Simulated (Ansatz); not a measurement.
# Worked example: correlation energy of AlGa$_{2}$H⁺ (H-bridged), quartet

Geometry: that of the AlGa2H (H-bridged), triplet, kept fixed.

```json
{"atom": "Ga", "x (Å)": "-0.0044", "y (Å)": "0.3364", "z (Å)": "1.5090"}
{"atom": "Al", "x (Å)": "-0.0226", "y (Å)": "-1.7250", "z (Å)": "0.0000"}
{"atom": "Ga", "x (Å)": "-0.0044", "y (Å)": "0.3364", "z (Å)": "-1.5090"}
{"atom": "H", "x (Å)": "1.2155", "y (Å)": "-0.3558", "z (Å)": "0.0000"}
```

Basis cc-pVDZ; Ansatz 0.2.0. Only valence electrons are correlated (noble-gas cores and the filled d shells of p-block atoms frozen), which leaves 9 electrons in 44 orbitals. Prefix R: restricted or restricted open-shell reference; prefix U: unrestricted. No spin–orbit coupling is included, and no scalar relativity.

Full CI isn't at hand for all of this; UCCSDT(Q) serves as the reference, and is uncertain by about the last step of the cluster series.

Runs differ by some tens of microhartree through their thresholds and, for an open shell, their frozen cores, so steps under 0.03 kcal/mol mean nothing.

| level | total energy (hartree) |
| --- | --- |
| UHF | -4088.625427 |
| UMP2 | -4088.738930 |
| UCCSD | -4088.775664 |
| UCCSD(T) | -4088.782064 |
| UCCSDT | -4088.783808 |
| UCCSDT(Q) | -4088.784263 |

Problem. What is the correlation energy at UCCSDT(Q), and what share of it do UMP2 and UCCSD(T) recover?

Solution. E(corr) = -4088.784263 − (-4088.625427) = -0.158836 hartree = -4.322 eV. UMP2: -0.113503 / -0.158836 = 71.46 %. UCCSD(T): -0.156637 / -0.158836 = 98.62 %.

Problem. By how many kcal/mol does UCCSD(T) miss UCCSDT(Q) (1 hartree = 627.509 kcal/mol), and which steps make up the rest?

Solution. -4088.782064 − (-4088.784263) = 0.002199 hartree = 1.38 kcal/mol. Steps: UCCSDT − UCCSD(T) = -1.09, UCCSDT(Q) − UCCSDT = -0.29 kcal/mol. Differences between like states or geometries often cancel part of this.
